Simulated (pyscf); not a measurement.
7 gas-phase steps of one pattern: four-centre exchange on the singlet surface, Cl–H + Ge–Se or Cl–H + O–Si or Cl–H + Se–Sn or F–H + Ge–O or F–H + O–Si or F–H + O–Sn broken and Cl–Ge + H–Se or Cl–Si + H–O or Cl–Sn + H–Se or F–Ge + H–O or F–Si + H–O or F–Sn + H–O formed. Optimised with ωB97X-D3(BJ)/def2-SVP in PySCF. Electronic energies in eV, between the relaxed ends of the descent from the saddle (adducts or complexes of the species named), with the reactant end as zero; ΔE‡ and ΔE at ωB97X-D3(BJ)/def2-TZVP. Rows were drawn at random from the steps of this pattern with a verified saddle, stable references and a bound adduct at one end at least.

| row | step | ΔE | ΔE‡ |
|---|---|---|---|
| 1 | O=Si(OH)–F (SMILES O=[Si](O)F) + HF (SMILES F) -> O=Si(F)–F (SMILES O=[Si](F)F) + H₂O (SMILES O) | -1.10 | 0.16 |
| 2 | Cl–Ge:–SeH (SMILES [Cl][Ge][SeH]) [singlet] + HCl (SMILES Cl) → H₂Se (SMILES [SeH2]) + Cl–Ge:–Cl (SMILES [Cl][Ge][Cl]) [singlet] | -0.35 | 0.30 |
| 3 | H₂B–O–SnH₃ (SMILES B[O][SnH3]) + HF (SMILES F) → F–SnH₃ (SMILES [F][SnH3]) + H₂B–OH (SMILES BO) | -0.23 | 0.51 |
| 4 | H₂B–O–GeH₃ (SMILES B[O][GeH3]) + HF (SMILES F) -> F–GeH₃ (SMILES [F][GeH3]) + H₂B–OH (SMILES BO) | -0.21 | 0.99 |
| 5 | Cl–Sn(Cl)(Cl)–SeH (SMILES [Cl][Sn]([Cl])([Cl])[SeH]) + HCl (SMILES Cl) -> H₂Se (SMILES [SeH2]) + Cl–Sn(Cl)(Cl)–Cl (SMILES [Cl][Sn]([Cl])([Cl])[Cl]) | -0.07 | 0.82 |
| 6 | HO–SiH₂–F (SMILES O[SiH2]F) + HCl (SMILES Cl) → H₂O (SMILES O) + F–SiH₂–Cl (SMILES F[SiH2]Cl) | +0.60 | 0.76 |
| 7 | H₂N–Si(OH)(Cl)–Cl (SMILES N[Si](O)(Cl)Cl) + HCl (SMILES Cl) → H₂N–Si(Cl)(Cl)–Cl (SMILES N[Si](Cl)(Cl)Cl) + H₂O (SMILES O) | +0.71 | ? |

Question: Fit ΔE‡ = a + b·ΔE to the other rows and predict row 7.

Answer: Over the 6 complete rows the means are -0.23 (ΔE) and 0.59 (ΔE‡); least squares gives b = 0.40 and a = 0.68 eV, with residuals of 0.22 eV (root mean square; largest 0.39, row 4). For row 7: 0.68 + 0.40 × (+0.71) = 0.96 eV, an extrapolation. The computed barrier is 0.96 eV, on the line. The scatter is large against the spread of the barriers, so the line says little here. Each barrier is that of the saddle found. Elements up to Kr have no core potential and no relativistic terms here. Elements past Kr carry the def2 core potentials, without spin-orbit coupling.
